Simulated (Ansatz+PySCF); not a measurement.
Results of a calculation; reference values are marked as such.
A run of PySCF 2.14.0 on doublet C2H2(+) at this shape:

```xyz
4

C     0.0000    0.0000   -0.6217
C     0.0000    0.0000    0.6217
H     0.0000    0.0000    1.7513
H     0.0000    0.0000   -1.7513
```

Its results:

```json
{"Converged": "yes", "Reference energy": "-76.48554 hartree", "Correlation energy": "-0.24886 hartree", "Total energy": "-76.73440 hartree", "Spin squared of the determinant": "0.755"}
```

**Question.** Which input gives this output? Name the method, the orbitals and the basis set, and write the input.

**Answer.** UHF-MP2 in cc-pVTZ.

```python
from pyscf import gto, scf, mp

mol = gto.M(atom="""
C 0.000000 0.000000 -0.621690
C 0.000000 0.000000 0.621690
H 0.000000 0.000000 1.751330
H 0.000000 0.000000 -1.751330
""", basis='cc-pvtz', charge=1, spin=1)
mf = scf.UHF(mol)
mf.kernel()
pt = mp.MP2(mf, frozen=2).run()
print(mf.e_tot, pt.e_corr, pt.e_tot)
```

Caution: MP2 on this radical cation hangs on the determinant chosen.
